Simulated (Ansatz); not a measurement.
SiCl⁺, triplet: the ladder up to full CI

Geometry: that of the SiCl, doublet, kept fixed. The singlet lies 3.4 eV lower here.

| atom | x (Å) | y (Å) | z (Å) |
| --- | --- | --- | --- |
| Si | 0.0000 | 0.0000 | 0.0000 |
| Cl | 0.0000 | 0.0000 | 2.0671 |

Basis 6-31G; Ansatz 0.2.0. Correlated methods freeze the noble-gas cores, which leaves 10 electrons in 16 orbitals. R marks a restricted (for open shells ROHF) determinant, U an unrestricted one. Active spaces: valence = (10e, 8o) chosen from the atoms' valence shells.

Full CI is exact within this basis and frozen core; it isn't the basis-set limit. The frozen core follows each run's orbitals, which can shift R against U totals by a few meV.

For open shells CISD and CISDTQ are restricted-active-space CI with the open shells as a complete middle space.

The UHF ⟨S²⟩ is 2.017 and the T1 diagnostic (RCCSD) is 0.0341. The largest doubles amplitude (RCCSD) is 0.082. The T1 diagnostic (UCCSD) is 0.0284.

```
                            level  E − E(full CI) (kcal/mol)  share of correlation (%)  wall time
                              RHF                      51.47                      0.00          –
                              UHF                      49.45                      3.92          –
                             RMP2                      10.70                     79.20          –
                             UMP2                      11.16                     78.32          –
                             CISD                       3.26                     93.67     0.82 s
                            RCCSD                       2.11                     95.90          –
                            UCCSD                       1.95                     96.20          –
                         RCCSD(T)                       0.48                     99.08      1.2 s
                         UCCSD(T)                       0.49                     99.05      1.4 s
                          BCCD(T)                       0.54                     98.95      1.2 s
                           RCCSDT                      -0.02                    100.04          –
                           UCCSDT                      -0.03                    100.06          –
                           CISDTQ                       0.09                     99.83      4.8 s
                        RCCSDT(Q)                       0.01                     99.98      3.8 s
                        UCCSDT(Q)                      -0.08                    100.15      3.6 s
                          RCCSDTQ                      -0.02                    100.03       28 s
                          UCCSDTQ                      -0.02                    100.05       29 s
           CASSCF (valence space)                      23.69                     53.96          –
           NEVPT2 (valence space)                       5.84                     88.66        2 s
           MRCISD (valence space)                       0.74                     98.57          –
         MRCISD+Q (valence space)                       0.24                     99.54      2.5 s
MRCISD+Q(relaxed) (valence space)                       0.06                     99.88      2.8 s
```

The correlation energy at full CI, counted from RHF, is -2.232 eV. That run took 35 s on 1 thread of Arm Neoverse V2, shared host over 4,769,856 determinants.

Times hold each run's SCF and search for its determinant on a shared host, so for small cases they say little of a method's own cost; they ran on 1 thread of Arm Neoverse V2. Some runs computed forces too.

The full-CI state has the irrep B1 of C2v, in the program's axes (one component, if the state is degenerate).

Natural occupations of full CI about the gap: 1.984 1.958 1.942 1.006 1.002 0.047 0.035 0.010 0.007 0.007; effectively unpaired electrons, Σ n²(2−n)², 2.03.
